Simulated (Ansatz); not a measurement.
# B2H, quartet: the ladder up to full CI

Geometry: a PBE0/def2-TZVP stationary point for this spin, not checked as a minimum.

| atom | x (Å) | y (Å) | z (Å) |
| --- | --- | --- | --- |
| B | 0.0000 | 0.0000 | 0.1141 |
| B | 0.0000 | 0.0000 | -1.4064 |
| H | 0.0000 | 0.0000 | 1.2923 |

Basis 6-31G; Ansatz 0.2.0. Only valence electrons are correlated (noble-gas cores frozen), which leaves 7 electrons in 18 orbitals. R marks a restricted (for open shells ROHF) determinant, U an unrestricted one. Active spaces: valence = (7e, 9o) chosen from the atoms' valence shells; pair = (5e, 5o) about the gap.

Full CI is exact within this basis and frozen core; it isn't the basis-set limit. The frozen core follows each run's orbitals, which can shift R against U totals by a few meV.

For open shells CISD is restricted-active-space CI with the open shells as a complete middle space.

* UHF ⟨S²⟩: 3.755
* T1 diagnostic (RCCSD): 0.0213
* largest doubles amplitude (RCCSD): 0.097
* T1 diagnostic (UCCSD): 0.0173

```csv
level,E − E(full CI) (kJ/mol),share of correlation (%),wall time
RHF,231.4,0.00,–
UHF,227.5,1.67,–
RMP2,61.3,73.49,–
UMP2,60.3,73.95,–
CISD,13.0,94.39,0.6 s
RCCSD,7.4,96.81,–
UCCSD,7.3,96.85,–
RCCSD(T),2.3,99.03,0.27 s
UCCSD(T),2.2,99.05,0.27 s
BCCD(T),2.3,99.00,0.36 s
RCCSDT,0.5,99.77,–
UCCSDT,0.5,99.79,–
RCCSDT(Q),0.1,99.94,1.8 s
UCCSDT(Q),0.1,99.96,1.7 s
RCCSDTQ,0.0,99.99,12 s
UCCSDTQ,0.0,100.01,12 s
CASSCF (pair space),192.5,16.82,–
MRCISD (pair space),11.8,94.91,–
MRCISD+Q (pair space),1.2,99.46,0.81 s
CASSCF (valence space),64.9,71.94,–
NEVPT2 (valence space),19.9,91.42,1.9 s
MRCISD (valence space),1.4,99.37,–
MRCISD+Q (valence space),0.5,99.80,3.2 s
```

The correlation energy at full CI, counted from RHF, is -2.398 eV. That run took 3.3 s on 1 thread of Arm Neoverse V1, shared host over 331,072 determinants.

Times hold each run's SCF and search for its determinant on a shared host, so for small cases they say little of a method's own cost; they ran on 1 thread of Arm Neoverse V1.

The full-CI state has the irrep A2 of C2v, in the program's axes (one component, if the state is degenerate).

Natural occupations of full CI about the gap: 1.966 1.957 0.994 0.979 0.979 0.031 0.031 0.028 0.013 0.006; effectively unpaired electrons, Σ n²(2−n)², 3.02.
